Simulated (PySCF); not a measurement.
# How methods differ on the ionisation energy of C

C [He] 2s2 2p2 (3P) → C⁺ [He] 2s2 2p1 (2P), as a difference of total energies. Calculation: PySCF 2.14, in cc-pVTZ (4s3p2d1f, 30 functions); the non-relativistic Hamiltonian (point nucleus). Correlated levels: valence: 1s2 frozen. The calculations carry no spin-orbit coupling.

```json
{"method": "UHF", "ionisation energy (eV)": "10.798", "error (eV)": "-0.464"}
{"method": "PBE", "ionisation energy (eV)": "11.526", "error (eV)": "+0.264"}
{"method": "MN15", "ionisation energy (eV)": "11.317", "error (eV)": "+0.055"}
{"method": "MP2 (valence)", "ionisation energy (eV)": "11.240", "error (eV)": "-0.022"}
{"method": "SCS-MP2 (valence)", "ionisation energy (eV)": "11.111", "error (eV)": "-0.151"}
{"method": "CCSD (valence)", "ionisation energy (eV)": "11.142", "error (eV)": "-0.120"}
{"method": "CCSD(T) (valence)", "ionisation energy (eV)": "11.166", "error (eV)": "-0.096"}
```

Reference: 11.262 eV (measured; NIST levels, between the centres of gravity of the two terms).

Errors of the correlated levels include the incompleteness of this basis and the frozen core.
